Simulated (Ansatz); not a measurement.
The cluster MgF₂⁺, relaxed as a doublet with UKS PBE-D4/def2-TZVP in Ansatz, starting from the GFN1-xTB geometry. Force threshold 0.02 eV/Å.

The structure comes from a short search, and lower isomers may exist.

Start:

```xyz
3

Mg    0.564   -0.539    0.433
F     0.064    1.116    0.390
F    -0.629   -0.577   -0.822
```

Q: Estimate the energy that the relaxation releases and the steps that it takes.

A: 0.17 eV, in 4 steps; 3.6 s on 4 threads of Arm Neoverse V1 on a shared host. No frequencies were taken in this run, so the end may be a saddle point.

Q: Does the start keep its bonding and symmetry?

A: By distances, no bond broke or formed. The bond that changes most is Mg1–F2, from 1.73 to 1.83 Å (atoms count from 1). The end is the same structure that another start reached, the lowest one found. Point group C2v at the start, C2v at the end, both within 0.05 Å.

Q: Predict the relaxed structure.

A: 
| atom | x (Å) | y (Å) | z (Å) |
| --- | --- | --- | --- |
| Mg1 | 0.618 | -0.591 | 0.474 |
| F2 | 0.037 | 1.143 | 0.369 |
| F3 | -0.655 | -0.552 | -0.843 |
Bond lengths: 2 × F–Mg 1.83 Å.
